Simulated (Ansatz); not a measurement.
# C4H7ClO: the cost of one run

Computed with Ansatz 0.2.0 through its Python package. The levels of theory stand in the script.

## 1. The system

Bond lengths: C1–O2 1.423 Å, O2–C3 1.366 Å, C3–C4 1.341 Å, C4–C5 1.495 Å, C5–Cl6 1.776 Å, C1–H7 1.094 Å, C1–H8 1.095 Å, C1–H9 1.095 Å, C3–H10 1.086 Å, C4–H11 1.085 Å, C5–H12 1.094 Å, C5–H13 1.094 Å. Angles (14 of 19 angles, heavy atoms first): C1–O2–C3 117.3°, O2–C3–C4 129.1°, C3–C4–C5 123.3°, C4–C5–Cl6 109.6°, O2–C1–H7 107.9°, O2–C1–H8 111.0°, O2–C1–H9 110.9°, O2–C3–H10 108.4°, C4–C3–H10 122.4°, C3–C4–H11 121.0°, C5–C4–H11 115.7°, C4–C5–H12 112.5°, C4–C5–H13 110.2°, Cl6–C5–H12 107.9°.

The script holds or builds the structure itself.

## 2. The code

The input, c4h7clo_disp.py:

```python
'''Dispersion corrections for C4H7ClO.'''

import ansatz as az
from ase import Atoms


def main() -> None:
    atoms = Atoms(['C', 'O', 'C', 'C', 'C', 'Cl', 'H', 'H', 'H', 'H', 'H', 'H', 'H'], positions=[
        (2.0393, 0.5649, 0.7089),
        (1.2594, -0.5322, 1.1715),
        (0.0372, -0.7214, 0.5905),
        (-0.5501, -0.0217, -0.3919),
        (-1.9029, -0.3492, -0.9371),
        (-2.9844, 1.0428, -0.7224),
        (2.9734, 0.5781, 1.2783),
        (1.5227, 1.5142, 0.8847),
        (2.2906, 0.447, -0.3502),
        (-0.4385, -1.5766, 1.0615),
        (-0.0513, 0.8268, -0.8488),
        (-2.3589, -1.209, -0.4374),
        (-1.8366, -0.5639, -2.0076),
    ])
    molecule = az.Crystal.molecule_from_ase(atoms)

    setup = molecule.calculation().basis(gaussian='def2-SVP')
    for name in ['r2scan', 'pbe']:
        for correction in ('d3bj', 'd4'):
            summary = setup.functional(name, dispersion=correction).run(threads=1).report
            print(f'{name:8s} {correction:5s} total {summary["free_energy_ev"]:.5f} eV, of which dispersion {1000 * summary["dispersion"]["energy"]["ev"]:.2f} meV')


if __name__ == '__main__':
    main()
```

## 3. The calls as engine input

The package turns the script's settings into the engine's input (first run):

```yaml
crystal:
  periodic: [false, false, false]
  atoms:
    - { symbol: C, position_ang: [2.0393, 0.5649, 0.7089] }
    - { symbol: O, position_ang: [1.2594, -0.5322, 1.1715] }
    - { symbol: C, position_ang: [0.0372, -0.7214, 0.5905] }
    - { symbol: C, position_ang: [-0.5501, -0.0217, -0.3919] }
    - { symbol: C, position_ang: [-1.9029, -0.3492, -0.9371] }
    - { symbol: Cl, position_ang: [-2.9844, 1.0428, -0.7224] }
    - { symbol: H, position_ang: [2.9734, 0.5781, 1.2783] }
    - { symbol: H, position_ang: [1.5227, 1.5142, 0.8847] }
    - { symbol: H, position_ang: [2.2906, 0.447, -0.3502] }
    - { symbol: H, position_ang: [-0.4385, -1.5766, 1.0615] }
    - { symbol: H, position_ang: [-0.0513, 0.8268, -0.8488] }
    - { symbol: H, position_ang: [-2.3589, -1.209, -0.4374] }
    - { symbol: H, position_ang: [-1.8366, -0.5639, -2.0076] }
basis:
  gaussian:
    orbitals: def2-SVP
hamiltonian:
  xc: r2scan
  dispersion: d3bj
```

## 4. Running it

The run is started by

```bash
> python c4h7clo_disp.py
```

What time and memory should one allow on 1 thread of Arm Neoverse V1, shared host?

About 26 s, with a peak of 0.25 GiB.
